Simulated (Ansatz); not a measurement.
**[H···H···SiH2], singlet along the distance H1-H2**

Starting geometry:

```csv
atom,x (Å),y (Å),z (Å)
H,-2.7095,0.0549,0.0000
H,-1.9645,0.0549,0.0000
Si,0.1155,0.0549,0.0000
H,0.7277,-0.8194,1.0900
H,0.7277,-0.8194,-1.0900
```

From there H2 is moved from one fragment to the other while all else, the fragments' distance too, stays fixed; atoms are numbered as listed. Energies are in eV, counted from the starting geometry at the same level.

Basis cc-pVDZ; Ansatz 0.2.0. Only valence electrons are correlated (noble-gas cores frozen). R marks a restricted (for open shells ROHF) determinant, U an unrestricted one. Active spaces: valence = (8e, 8o) chosen from the atoms' valence shells.

Unrestricted rows (U) aren't spin-pure: their determinants' ⟨S²⟩ exceeds S(S+1) by up to 0.90, so they mix in states of higher spin, at the starting point too. Runs in a small pair space aren't shown, since their orbitals change along the scan. A value is left out where its run failed or describes another state than the reference as far as symmetry and spin tell, or, spin-broken singlets apart, can't be checked.

Full CI isn't at hand for all of this; RCCSDTQ serves as the reference, and is uncertain by about the last step of the cluster series. The frozen core follows each run's orbitals, which can shift R against U totals by a few meV.

```csv
distance H1-H2 (Å),RCCSDTQ,error RHF,error UHF,error RMP2,error RCCSDT,error CASSCF (valence space),error MRCISD (valence space)
0.745,0.000,0.000,0.000,0.000,0.000,0.000,0.000
0.836,0.092,0.082,0.057,0.026,0.000,0.001,0.002
1.019,0.620,0.340,0.060,0.133,0.001,0.003,0.004
1.202,1.064,0.822,-0.231,0.379,0.005,-0.022,0.001
1.385,–,–,–,–,–,–,–
```

Errors are those of relative energies. In total energy the starting point itself misses RCCSDTQ by: RHF 4.329, UHF 4.261, RMP2 1.076, RCCSDT 0.004, CASSCF (valence space) 2.491, MRCISD (valence space) 0.132 eV.

Spread of the error over the points with a reference, to 1.202 Å (largest less smallest): MRCISD (valence space) 0.004, RCCSDT 0.005, CASSCF (valence space) 0.025, UHF 0.291, RMP2 0.379, RHF 0.822 eV.
